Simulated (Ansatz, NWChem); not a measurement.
# ClF (chlorine monofluoride): from total energies to a heat of formation

ClF: 2 atoms, total charge 0, spin state singlet. SMILES: `FCl`. Geometry: relaxed at PBE0-D4/def2-TZVP.

```xyz
2

F     0.0000    0.0000    0.0313
Cl    0.0000    0.0000    1.6510
```

Total energies at HF/cc-pVTZ (NWChem 7.3.0); the atoms run unrestricted:

| species | state | energy (Eh) |
| --- | --- | --- |
| ClF | singlet | -558.901316 |
| F | doublet | -99.405525 |
| Cl | doublet | -459.485434 |

Harmonic wavenumbers at PBE0-D4/def2-TZVP, in cm⁻¹: 824.

Measured heats of formation of the gaseous atoms at 298.15 K, in kJ/mol: F 79.4, Cl 121.3. Spin-orbit lowering of the atoms at 298 K (mean of the ground term's levels less their thermal mean, from spectra), in kJ/mol: F 1.29, Cl 3.44. Take 1 Eh = 2625.50 kJ/mol, 1 cm⁻¹ = 0.0119627 kJ/mol, RT = 2.479 kJ/mol.

Problem. Work out the heat of formation of the gas at 298 K.

Solution. 
1. Electronic atomisation energy: (-99.405525) + (-459.485434) − (-558.901316) = 0.010357 Eh = 27.2 kJ/mol.
2. Zero-point energy: half the sum of the wavenumbers, 412 cm⁻¹ = 4.9 kJ/mol.
3. Thermal vibrational enthalpy, Σ hcν̃/(exp(hcν̃/kT) − 1): 0.2 kJ/mol. Translation, rotation and pV of a linear molecule: 3.5 RT = 8.7 kJ/mol.
4. The 2 free atoms carry 5/2 RT each: 12.4 kJ/mol.
5. Spin-orbit coupling lowers the free atoms by 1.29 + 3.44 = 4.7 kJ/mol.
6. Atomisation enthalpy at 298 K: 27.2 − 4.7 − 4.9 − 0.2 − 8.7 + 12.4 = 21.1 kJ/mol.
7. Sum of the atoms' heats of formation: 200.7 kJ/mol. Heat of formation: 200.7 − 21.1 = +179.6 kJ/mol.

The tabulated value is -55.7 kJ/mol (Active Thermochemical Tables), so this level is off by +235.3 kJ/mol, or 91.8 % of the atomisation enthalpy that the table implies (256.4 kJ/mol). Hartree–Fock leaves out correlation, which is larger in the molecule than in the atoms, so it underbinds and puts the heat of formation too high. Anharmonicity and any spin-orbit splitting of the molecule are left out.
